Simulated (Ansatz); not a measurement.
# AlH3: taking an electron away

The task here is to estimate one member of a computed series from the others.

The runs use Ansatz 0.2.0, Gaussian basis; unrestricted cation, the program's frozen cores in correlated methods.

Plan: UKS PBE-D4/def2-TZVPP; UKS r2SCAN-D4/def2-TZVPP; UKS PBE0-D4/def2-TZVPP; UKS B3LYP-D4/def2-TZVPP; UKS wB97X-V/def2-TZVPP; UKS wB97M-V/def2-TZVPP; UKS B2PLYP/def2-TZVPP; UHF-CCSD(T)/def2-TZVPP; UHF-CCSD(T)/def2-QZVPP; extrapolation to the limit; then −ε(HOMO) from the neutral's earlier runs with LDA (SPW92), PBE-D4, revPBE-D4, BLYP-D4, r2SCAN-D4, B97M-V, PBE0-D4, B3LYP-D4, r2SCANh-D4, r2SCAN0-D4, HSE06-D4, BHLYP-D4, CAM-B3LYP-D4, LC-ωPBE, ωB97X-V, ωB97M-V.

**Structure used throughout**

All runs share one geometry, relaxed beforehand with PBE0-D4 in a triple-zeta def2 set.

SMILES `[AlH3]`, 4 atoms, charge 0, spin multiplicity 1.

Atoms are counted from 1 here; the program's logs count them from 0.

Bond lengths: Al1–H2 1.586 Å, Al1–H3 1.586 Å, Al1–H4 1.586 Å. Angles: H2–Al1–H3 120.0°, H2–Al1–H4 120.0°, H3–Al1–H4 120.0°.

The first run:

Input file in.yaml:

```yaml
crystal:
  periodic: [false, false, false]
  atoms:
    - {symbol: Al, position_ang: [0.013734, -0.014817, -0.005118]}
    - {symbol: H, position_ang: [0.633214, 0.670863, 1.283643]}
    - {symbol: H, position_ang: [-1.340838, -0.832004, 0.105076]}
    - {symbol: H, position_ang: [0.749390, 0.115658, -1.403901]}
basis:
  gaussian: {orbitals: def2-TZVPP}
total_charge: 1
magnetization: {spin_polarized: true, initial_magnetization: 1}
hamiltonian: {xc: pbe, dispersion: d4}
```

Steps of the session up to this table: Cation, UKS PBE-D4/def2-TZVPP; Cation, UKS r2SCAN-D4/def2-TZVPP; Cation, UKS PBE0-D4/def2-TZVPP; Cation, UKS B3LYP-D4/def2-TZVPP; Cation, UKS wB97X-V/def2-TZVPP; Cation, UKS wB97M-V/def2-TZVPP; Cation, UKS B2PLYP (frozen core)/def2-TZVPP; Cation, UHF-CCSD(T)/def2-TZVPP; Cation, UHF-CCSD(T)/def2-QZVPP.

One table of the session follows, with a row left open; its other results are not shown here.

It belongs to the step «Ionisation energies side by side». Orbital estimates, from the neutral's runs:

| functional | −ε(HOMO) (eV) |
| --- | --- |
| LDA (SPW92) | 7.32 |
| PBE-D4 | 7.30 |
| revPBE-D4 | 7.29 |
| BLYP-D4 | 7.23 |
| r2SCAN-D4 | 7.62 |
| B97M-V | 7.73 |
| PBE0-D4 | 8.58 |
| B3LYP-D4 | 8.40 |
| r2SCANh-D4 | 8.09 |
| r2SCAN0-D4 | 8.78 |
| HSE06-D4 | 8.17 |
| BHLYP-D4 | 9.80 |
| CAM-B3LYP-D4 | 10.01 |
| LC-ωPBE | 11.42 |
| ωB97X-V | ? |
| ωB97M-V | 10.81 |

Q: Estimate the row for ωB97X-V from the others.

**Answer.** −ε(HOMO) (eV): 11.05. In the column «−ε(HOMO) (eV)» it lies between ωB97M-V (10.81) and LC-ωPBE (11.42).
